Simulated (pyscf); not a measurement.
PySCF, gas phase, ωB97X-D3(BJ)/def2-SVP geometries.

Question: H₂As–AsH₂ + SiH₂ [singlet] → H₂Si=AsH + AsH₃
Surface: singlet. Broken: As–As, As–H. Formed: As–Si, As–H. Give ΔE‡ and ΔE from ωB97M-D3(BJ)/def2-TZVP, relative to the separated reactants.

Answer: ΔE‡ = 12.4 kcal/mol, ΔE = -24.0 kcal/mol. Zero-point energy shifts the barrier by +1.3 kcal/mol. It is a concerted two-bond exchange, with an imaginary mode of 628i cm⁻¹. On the reactant side the descent ends in an adduct with a As–Si contact, 13.6 kcal/mol under the separated species and 22.0 kcal/mol under the saddle at ωB97X-D3(BJ)/def2-TZVP. What is counted as formed (As–Si) is already present as a longer contact in the reactant adduct; forming that adduct is a step of its own. At ωB97X-D3(BJ)/def2-TZVP the barrier from the zero used here is 8.4 kcal/mol. The same reactants have a lower exit, to H₃Si–AsH–AsH₂ (barrier -5.7 kcal/mol at ωB97M-D3(BJ)/def2-TZVP, against +12.4 kcal/mol here). This is the saddle that the search found; another between the same sides may lie lower. Elements up to Kr have no core potential and no relativistic terms here.
